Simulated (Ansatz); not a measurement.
# Where CCSD(T) holds and where it slips

Each species is computed at the geometry given (Å), with frozen cores, in Ansatz 0.2.0: RHF-CCSD(T) for singlets, UHF-CCSD(T) otherwise, and full CI in the same basis. The program picks the determinant by trial CCSD, so it needn't be the lowest Hartree–Fock solution. States: HAlB Σ⁻ or Δ, PH2⁺ A1, ZrH2 A1. Cases whose determinant has another symmetry than full CI's state, or whose (Q) step broke down, weren't drawn. No spin–orbit coupling is included; scalar relativity enters only through core potentials past Kr.

Judging by size, spin and bonding and the diagnostics given, rank them by the size of CCSD(T)'s error in total energy against full CI in the same basis, smallest first (an estimate).
A. PH2⁺, singlet, cc-pVDZ: P 0.000 -0.054 0.000; H 0.000 0.828 -0.909; H 0.000 0.828 0.909. T1 0.011, (T) -59 meV in a correlation energy of -3.41 eV
B. ZrH2, singlet, def2-SVP: Zr -0.034 0.000 0.000; H 1.561 0.000 -1.084; H 1.561 0.000 1.084. T1 0.040, (T) -130 meV in a correlation energy of -3.42 eV
C. HAlB, quartet, 6-31G: B 0.000 0.000 1.817; Al 0.000 0.000 -0.120; H 0.000 0.000 -1.697. T1 0.026, (T) -63 meV in a correlation energy of -2.21 eV

A (17.8 meV), C (33.3 meV), B (46.7 meV).

| species | basis | correlated electrons | CCSD(T) − full CI (meV) | CCSDT(Q) − full CI (meV) | unpaired electrons (full CI) | T1 | ⟨S²⟩ of the determinant |
| --- | --- | --- | --- | --- | --- | --- | --- |
| PH2⁺, singlet | cc-pVDZ | 6 | 17.8 | 0.7 | 0.07 | 0.011 | 0.00 |
| HAlB, quartet | 6-31G | 7 | 33.3 | 1.9 | 3.04 | 0.026 | 3.75 |
| ZrH2, singlet | def2-SVP | 6 | 46.7 | -0.1 | 0.45 | 0.040 | 0.00 |

Unpaired electrons are Σ n²(2−n)² over natural occupations; an open shell counts its own unpaired electrons too. Frozen cores follow each run's orbitals, which moves totals by a few meV.
